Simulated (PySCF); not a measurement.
ethylamine (C2H7N), SMILES NCC. Coordinates come from a PBE-D3(BJ)/def2-TZVP optimisation. Other conformers were not sampled.

Question: Give the equilibrium geometry at PBE-D3(BJ)/def2-TZVP (PySCF confirms it by a frequency run) as Cartesian coordinates in Å. (An estimate is asked for; the answer gives what the named calculation found.)

Answer: One answer among several that fit: 
```xyz
10

C      1.1835     0.4531     0.0201
C      0.0492    -0.5559    -0.1015
N     -1.2497     0.1243    -0.0100
H      2.1619    -0.0358    -0.0918
H      1.0883     1.2337    -0.7478
H      1.1682     0.9450     1.0056
H      0.1909    -1.3558     0.6551
H      0.0983    -1.0457    -1.0876
H     -2.0110    -0.5535    -0.0862
H     -1.3446     0.5593     0.9114
```
Charge 0, spin multiplicity 1.
